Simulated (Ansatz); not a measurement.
Reaction (atomization): `CC(C)CCC(C)C` → 8 C• + 18 H•

Program: Ansatz. Geometries: PBE0-D4/def2-TZVP. ΔE: electronic, gas phase. CCSD(T)/CBS adds triple-zeta CCSD(T) − MP2 to the extrapolated MP2 energy (def2 sets, frozen cores). This one scheme is used for every species, atoms too. Functionals use def2-TZVPP. B3LYP here is the variant with VWN-RPA as its local correlation; programs differ in this. HSE06 is defined as in plane-wave codes. No spin–orbit coupling; open shells (•) take unrestricted orbitals. Spin–orbit coupling would lower the free atoms: a little for C. One conformer a species, not always the lowest.

`CC(C)CCC(C)C`:

Cartesian coordinates in Å:
```
C -0.232 -1.123 -2.376
C -0.044 -1.731 -0.992
C -0.931 -2.956 -0.824
C -0.312 -0.722 0.121
C 0.625 0.475 0.132
C 0.501 1.370 1.362
C -0.880 2.001 1.476
C 1.578 2.445 1.347
H -0.060 -1.868 -3.157
H -1.254 -0.748 -2.494
H 0.453 -0.292 -2.555
H 1.002 -2.054 -0.903
H -1.988 -2.681 -0.906
H -0.785 -3.423 0.153
H -0.724 -3.707 -1.591
H -0.234 -1.239 1.086
H -1.353 -0.387 0.040
H 0.462 1.091 -0.761
H 1.659 0.113 0.066
H 0.661 0.741 2.248
H -1.668 1.251 1.573
H -1.100 2.606 0.590
H -0.940 2.658 2.348
H 1.528 3.072 2.242
H 1.458 3.100 0.478
H 2.578 2.007 1.297
```

```tsv
level	ΔE (kJ/mol)	difference from CCSD(T)/CBS
LDA (SPW92)	11720.8	1340.2
PBE-D4	10544.9	164.3
revPBE-D4	10344.4	-36.2
BLYP-D4	10310.3	-70.3
r2SCAN-D4	10398.6	18.0
B97M-V	10397.7	17.1
PBE0-D4	10452.7	72.1
B3LYP-D4	10386.2	5.6
r2SCANh-D4	10369.8	-10.8
r2SCAN0-D4	10329.6	-51.0
HSE06-D4	10457.7	77.1
BHLYP-D4	10185.9	-194.7
CAM-B3LYP-D4	10430.5	49.9
ωB97M-V	10405.8	25.2
B2PLYP	10280.4	-100.2
PBE	10489.5	108.9
revPBE	10159.4	-221.2
BLYP	10189.2	-191.4
r2SCAN	10382.9	2.3
PBE0	10405.8	25.2
B3LYP	10299.5	-81.1
r2SCANh	10353.5	-27.1
r2SCAN0	10311.9	-68.7
HSE06	10414.4	33.8
CAM-B3LYP	10383.8	3.2
LC-ωPBE	10369.6	-11.0
HF/def2-SVP	8047.8	-2332.8
MP2/def2-SVP	10061.6	-319.0
CCSD/def2-SVP	9949.0	-431.6
CCSD(T)/def2-SVP	10029.2	-351.4
HF/def2-TZVPP	7913.6	-2467.0
MP2/def2-TZVPP	10255.0	-125.6
SCS-MP2/def2-TZVPP	10235.0	-145.6
CCSD/def2-TZVPP	10062.7	-317.9
CCSD(T)/def2-TZVPP	10176.4	-204.2
HF/def2-QZVPP	7920.3	-2460.3
MP2/def2-QZVPP	10374.4	-6.2
SCS-MP2/def2-QZVPP	10370.3	-10.3
MP2/CBS(def2)	10459.1	78.5
CCSD/CBS(def2)	10266.9	-113.7
CCSD(T)/CBS	10380.6	0
```

Largest T1 diagnostic among the species: 0.009.

The D4 term adds +86.7 kJ/mol with B3LYP and +46.9 kJ/mol with PBE0; it sums over pairs of atoms, weighted by their polarisabilities, and B3LYP, whose exchange is more repulsive, gets the larger term. In def2-TZVPP, CCSD(T) changes the Hartree–Fock value by +2262.8 kJ/mol (the triples alone add +113.7 kJ/mol) and MP2 by +2341.3 kJ/mol; breaking electron pairs costs correlation energy, which Hartree–Fock lacks.

For atomizations the MP2-based limit and the directly extrapolated one differ by several kJ/mol either way, and by 10 to 25 for some Ge, Se and Sn compounds, so smaller differences from it don't rank the levels.
